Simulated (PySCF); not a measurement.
Species: CH2BF (triplet state).
SMILES with atom numbers: `[BH2:1][C:2][F:3]` (hydrogens: H4, H5 on B1)

Structure used (PBE0-D3(BJ)/def2-SVP), in Å, numbered top down from 1:
```
atom  x, y, z in Å
B1    -0.5708   -0.0252    0.0019
C2     0.8676   -0.4880   -0.0314
F3     1.9557    0.2021   -0.0345
H4    -0.7863    1.1644    0.0320
H5    -1.4489   -0.8475   -0.0023
```

The hyperfine couplings belong to this conformer and change with its torsions.

Theory: UKS B3LYP, IGLO-III on B C F, pcH-1 on H, non-relativistic, mean-field spin-orbit, GIAO in PySCF. Isolated species at its PBE0-D3(BJ)/def2-SVP geometry (one conformer only). This triplet need not be the ground state; the singlet was not compared here.

Q: Give the principal g shifts and their parts.

A: 
| Δg (ppm) | 1 | 2 | 3 |
| --- | --- | --- | --- |
| relativistic mass correction | -181 | -181 | -181 |
| gauge correction | 36 | 20 | -19 |
| orbital Zeeman/spin–orbit | -473 | 787 | 1320 |
| total | -618 | 626 | 1120 |

So g = 2.00170, 2.00295, 2.00344 and g_iso = 2.00270; the tensor is rhombic: the two nearest values differ by 28 % of g3 − g1. Axes: g1 points within 6° of the C2–F3 bond and g3 is normal to the molecular plane.

Q: What effective moment and Curie constant follow for a powder at temperatures where kT is far above the zero-field splitting?

A: With the mean of g² = 4.0108 and S(S+1) = 2.00: μ_eff = √(⟨g²⟩S(S+1)) = 2.832 μB and χT = 0.12505·⟨g²⟩·S(S+1) = 1.003 cm³ K/mol (cgs; spin-Hamiltonian part alone).

Q: What are the electron Larmor frequencies g μB B/h along the three axes at 3350 mT?

A: 93.8546, 93.9130, 93.9361 GHz for g1, g2 and g3, a range of 81.5 MHz.

The Mulliken spin populations are largest on C2 (+1.52), B1 (+0.35) and F3 (+0.11).

The HOMO–LUMO gaps are 6.53 eV among the α and 6.03 eV among the β orbitals.

The run took 16 s on one thread, x86-64 server, shared host.
